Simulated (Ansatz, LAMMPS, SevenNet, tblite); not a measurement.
Wurtzite ZnS (high-temperature phase), bulk modulus B0

Reference value: 80 GPa (measured, room temperature, not corrected to a static lattice, our sources range from 76.0 to 80.0; as tabulated in Isothermal phase behavior of Ag3SbS3, ZnGeP2, and ZnS (abstract)).

```
level (code)                                 value (GPa)  cell (Å³/atom)  difference (%)
-------------------------------------------  -----------  --------------  --------------
ionic model hamad2002 (shell model, LAMMPS)         79.5           19.83            -0.6
IPEA1-xTB (tblite)                                  92.6           19.44           +15.7
SevenNet-0                                          69.6           20.26           -13.0
LDA (Ansatz)                                        86.0           18.58            +7.5
PBE (Ansatz)                                        69.1           20.18           -13.6
PBE-D3(BJ) (Ansatz)                                 76.0           19.44            -5.0
r²SCAN (Ansatz)                                     78.2           19.58            -2.2
```

Leaving aside IPEA1-xTB (doubt noted below): The reference is not for a static lattice or low temperature, so close values are not ranked against it.

The reference isn't brought to a static lattice, while the calculations are for one, so the differences are not the levels' errors alone. A static lattice is as a rule stiffer than a warm one, by over a tenth in soft solids.  IPEA1-xTB: this parameter set was refitted to ionisation energies, not structures. IPEA1-xTB: the run uses a supercell at the zone centre in place of a k mesh. Each level is taken at its own relaxed cell. Cutoffs differ between the levels. Ansatz's density-functional and Hartree–Fock values are scalar-relativistic unless marked +SOC, with PAW data made under PBE.

Empirical potentials (ionic model hamad2002) are fitted to chosen data: where that held the value shown, agreement is built in, and what lay outside the fit can be far off. Machine-learned potentials (SevenNet-0) are trained on DFT data: a solid inside that data is no test of them.

Differences are worked out from the printed values.

Ansatz is a quantum-chemistry and plane-wave program.
